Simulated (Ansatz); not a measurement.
Reaction (hydrogen abstraction from the Si–H bond): `CO[SiH3]` + `[SiH3]`• → `CO[SiH2]`• + SiH₄

Isolated molecules relaxed with PBE0-D4/def2-TZVP in Ansatz; ΔE leaves out vibrations. CBS: MP2 limit from def2 TZ/QZ plus the TZ coupled-cluster correction, frozen cores. This one scheme is used for every species. DFT in def2-TZVPP. No spin–orbit coupling; open shells (•) take unrestricted orbitals.

`CO[SiH3]`:

Z-matrix (Å, degrees):
```
C
O 1 1.408
H 1 1.091 2 108.3
H 1 1.096 2 111.5 3 119.2
H 1 1.096 2 111.5 3 -119.2
Si 2 1.642 1 122.4 3 -179.7
H 6 1.481 2 106.5 1 179.8
H 6 1.490 2 110.9 1 59.7
H 6 1.490 2 110.9 1 -60.1
```

`[SiH3]`•:

```xyz
4

Si    0.160   -0.219   -0.201
H     0.061    1.072   -0.931
H     0.965   -0.076    1.039
H    -1.186   -0.777    0.092
```

`CO[SiH2]`•:

Z-matrix (Å, degrees):
```
C
O 1 1.409
H 1 1.096 2 111.7
H 1 1.091 2 108.2 3 119.4
H 1 1.095 2 111.1 3 -121.5
Si 2 1.645 1 123.9 3 44.7
H 6 1.488 2 105.9 1 -166.8
H 6 1.499 2 109.8 1 -46.7
```

SiH₄:

```xyz
5

Si    0.000    0.000    0.000
H     1.171    0.669    0.621
H     0.286   -0.268   -1.432
H    -1.190    0.881    0.111
H    -0.267   -1.282    0.700
```

```tsv
level	ΔE (eV)
LDA (SPW92)	-0.06
CCSD(T)/def2-SVP	0.06
```

Q: What does CCSD(T)/CBS give? (Estimate.)

A: Ansatz gave: +0.04 eV. The listed levels differ from it by -0.10, 0.02 eV.

Q: What do rigid-rotor, harmonic-oscillator terms from PBE0-D4/def2-TZVP frequencies (298.15 K, 1 bar) make of the CCSD(T)/CBS value? (Estimate.)

A: Ansatz gave: ΔZPE = +0.01 eV, ΔH = +0.05 eV, ΔS = -9 J/(mol·K), ΔG = +0.08 eV. Open shells count their whole term as degenerate.

Largest T1 diagnostic among the species: 0.015.

Leaving LDA and LC-ωPBE aside and taking each functional with its dispersion term where it has one, the values, not all of them listed here, spread over 0.09 eV, from BLYP-D4 to PBE-QIDH. From PBE to PBE0 (25 % exact exchange), in def2-TZVPP and without D4, ΔE moves by +0.04 eV.
